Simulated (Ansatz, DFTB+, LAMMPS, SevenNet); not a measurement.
Ladder of methods for the elastic constant C11 of hcp Mg

Reference value: 63.5 GPa (measured, 0 K, extrapolated to 0 K; zero-point effects included; as tabulated in Ibrahim et al. (2023), arXiv:2305.03577).

**Question.** What do Finnis–Sinclair EAM Mg_mm.eam.fs, GFN1-xTB, SevenNet-0, LDA, PBE give, and how far is each from the reference?

**Answer.** 
```csv
level (code),value (GPa),cell (Å³/atom),difference (%)
Finnis–Sinclair EAM Mg_mm.eam.fs (LAMMPS),68.7,22.76,+8.2
GFN1-xTB (DFTB+),38.2,42.47,-40
SevenNet-0 (SevenNet),50.1,22.96,-21
LDA (Ansatz),70.7,21.61,+11.3
PBE (Ansatz),64.3,22.95,+1.3
```

Leaving aside Finnis–Sinclair EAM Mg_mm.eam.fs, which can be fitted to such values or carry a doubt: Closest of these to the reference: PBE (+1.3 %). GFN1-xTB (-40 %) lies farthest from it. Within 20 %: LDA, PBE.

The reference has no zero-point or thermal correction, while the calculations are for a static lattice, so the differences are not the levels' errors alone.  GFN1-xTB: the relaxed volume lies over a fifth from the starting cell. GFN1-xTB: the method was fitted mainly to molecules. Each level is taken at its own relaxed cell. Ansatz's density-functional and Hartree–Fock values are scalar-relativistic unless marked +SOC, with PAW data made under PBE.

Empirical potentials (Finnis–Sinclair EAM Mg_mm.eam.fs) are fitted to chosen data, which need not cover the solid at hand: agreement can be built in, and what lay outside the fit can be far off. Machine-learned potentials (SevenNet-0) are trained on DFT data, which may include these solids.

Differences are worked out from the printed values.

Ansatz is a first-principles code.
